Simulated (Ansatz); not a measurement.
CH₉N₂ (charge +1), singlet: harmonic vibrations of a pair.

The input file, in.yaml:

```yaml
crystal:
  periodic: [false, false, false]
  atoms:
    - {symbol: N, position_ang: [0.619718, 0.223254, -2.073661]}
    - {symbol: H, position_ang: [1.600589, -0.000191, -1.892998]}
    - {symbol: H, position_ang: [0.233525, -0.454478, -2.734131]}
    - {symbol: H, position_ang: [0.553679, 1.161526, -2.473605]}
    - {symbol: H, position_ang: [0.085106, 0.185395, -1.182277]}
    - {symbol: C, position_ang: [-0.098862, -0.153589, 1.025686]}
    - {symbol: N, position_ang: [-0.712653, -0.245701, 2.311331]}
    - {symbol: H, position_ang: [-0.809963, 0.138706, 0.204900]}
    - {symbol: H, position_ang: [0.343789, -1.119410, 0.761788]}
    - {symbol: H, position_ang: [0.705101, 0.588702, 1.056583]}
    - {symbol: H, position_ang: [-1.428180, -0.956360, 2.361158]}
    - {symbol: H, position_ang: [-1.091947, 0.632146, 2.635426]}
basis:
  gaussian: {orbitals: def2-TZVP}
total_charge: 1
hamiltonian: {xc: pbe0, dispersion: d4}
phonons: {temperatures: {t_min: 298.15, t_max: 900, t_step: 200}}
```

Command:

```bash
ansatz run in.yaml --threads 4 --pin off --events-out ev --progress --plain --max-ram 9574MiB
```

What Ansatz 0.2.0 printed:

```
Functional definition: PBE0
  name "PBE0"
  cite "Adamo & Barone, J. Chem. Phys. 110, 6158 (1999) doi:10.1063/1.478522"
  cite "Perdew, Burke & Ernzerhof, Phys. Rev. Lett. 77, 3865 (1996) doi:10.1103/PhysRevLett.77.3865"
  parent pbe
  parameter a = 0.25
  parameter kappa = 0.804
  parameter beta = 0.06672455060314922
  exchange = (1 - a)*pbe_x(kappa = kappa, mu = beta*pi^2/3) + a*exact_x
  correlation = pbe_c(beta = beta)
886 factors; their error is unknown
mean field evaluation 1: about -4135.3124 eV, gradient 9.7e1 eV
mean field evaluation 2: about -4081.1622 eV, gradient 1.4e2 eV
mean field evaluation 4: about -4152.9297 eV, gradient 1.4e1 eV
mean field evaluation 8: about -4153.5210 eV, gradient 2.6e-1 eV
mean field evaluation 16: about -4153.5077 eV, gradient 7.0e-5 eV
mean field -4153.50765223 eV, -152.6385908710 hartree, gradient 1.5e-5 eV, S^2 0.000000; 0 other end points of the search recorded, 0 dependent functions left out
the calculation of the forces begins
reference -4153.50767871 eV, -152.6385918439 hartree; 14, 14 occupied and 133, 133 virtual orbitals, 886 factors
these checks for a lower state are left out or cut short: stability, starts, cluster_reference, orbital_swaps, neighbouring_geometries, increment
886 factors; their error is unknown
Total energy: -4153.58592003 eV, -152.6414671595 hartree
Atom 0 at     0.619718     0.223254    -2.073661 Å, force     0.001337     0.000164    -0.002354 eV/Å
Atom 1 at     1.600589    -0.000191    -1.892998 Å, force    -0.002570     0.000488    -0.000891 eV/Å
Atom 2 at     0.233525    -0.454478    -2.734131 Å, force     0.001541     0.002175     0.002101 eV/Å
Atom 3 at     0.553679     1.161526    -2.473605 Å, force     0.000336    -0.002811     0.001259 eV/Å
Atom 4 at     0.085106     0.185395    -1.182277 Å, force    -0.000862    -0.000098    -0.000709 eV/Å
Atom 5 at    -0.098862    -0.153589     1.025686 Å, force     0.000095    -0.000064    -0.000783 eV/Å
Atom 6 at    -0.712653    -0.245701     2.311331 Å, force    -0.001307     0.000554     0.000688 eV/Å
Atom 7 at    -0.809963     0.138706     0.204900 Å, force    -0.000829    -0.000063     0.000492 eV/Å
Atom 8 at     0.343789    -1.119410     0.761788 Å, force     0.000679    -0.000459    -0.000176 eV/Å
Atom 9 at     0.705101     0.588702     1.056583 Å, force     0.001243     0.000471     0.000396 eV/Å
Atom 10 at    -1.428180    -0.956360     2.361158 Å, force     0.000157     0.000285     0.000061 eV/Å
Atom 11 at    -1.091947     0.632146     2.635426 Å, force     0.000182    -0.000643    -0.000084 eV/Å
Dipole moment:     0.356530     0.266687    -2.000191 e Å
Vibrations: 41.92 57.52 81.76 180.10 271.77 277.94 347.60 733.75 989.48 1157.49 1221.78 1342.23 1450.96 1457.85 1467.01 1478.94 1501.17 1514.47 1671.14 1721.22 1722.10 2710.97 3043.58 3098.11 3160.91 3439.28 3524.04 3524.45 3566.54 3654.89 cm⁻¹, zero-point energy 3.125082 eV

[the SCF lines of later steps are left out]
```

The lines “mean field evaluation” count trial sets of orbitals through the whole run, from several starts and some on an approximate energy, so they need not fall steadily or lie above the final value.

Hardware: 4 CPU threads of an Arm Neoverse V2, shared host. Wall time about 51 s.
